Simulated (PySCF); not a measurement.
One molecule, one basis, several functionals.

Species: C3H3FO2.
SMILES: `C=C(F)C(=O)O`

Torsions of this conformer, `[CH2:1]=[C:2]([F:3])[C:4](=[O:5])[OH:6]`: C1–C2–C4–O5 180°, H–O6–C4–C2 180°.

PySCF, pcSseg-2 basis, density fitting, gas phase, PBE0-D3(BJ)/def2-SVP geometry. One functional is left out:

| functional | exact exchange (%) | HOMO energy (eV) | LUMO energy (eV) | dipole moment (D) |
| --- | --- | --- | --- | --- |
| B97-D | 0 | -6.96 | -2.58 | 2.850 |
| BLYP | 0 | -6.87 | -2.56 | 2.840 |
| BP86 | 0 | -7.06 | -2.76 | 2.823 |
| LDA | 0 | -7.18 | -2.94 | 2.894 |
| OPBE | 0 | -6.85 | -2.54 | 2.763 |
| PBE | 0 | -6.95 | -2.67 | 2.805 |
| B3LYP | 20 | -8.07 | -1.98 | 3.004 |
| B97-2 | 21 | -8.01 | -1.78 | 2.987 |
| PBE0 | 25 | -8.28 | -1.73 | 2.996 |
| BHandHLYP | 50 | -9.40 | -0.67 | 3.211 |

**Question.** Predict the row of mPW1PW91 (25 % exact exchange) by straight lines through the other rows, and check it.

**Answer.** 
```tsv
property	line	computed	computed − line	PBE0 (25 %), for comparison
HOMO energy (eV)	-8.22	-8.30	-0.08	-8.28
LUMO energy (eV)	-1.69	-1.75	-0.06	-1.73
dipole moment (D)	3.019	3.007	-0.012	2.996
```

**Question.** Which of these properties follows the share of exact exchange most closely, and which least?

**Answer.** Most closely the HOMO energy, least the dipole moment; the correlations over the tabulated rows are HOMO energy -0.993, LUMO energy 0.984, dipole moment 0.966. The HOMO energy moves by -0.493 eV for every 10 %. Functionals with the same share still differ in their other parts: at 0 % LDA and OPBE differ by 0.33 eV in it.
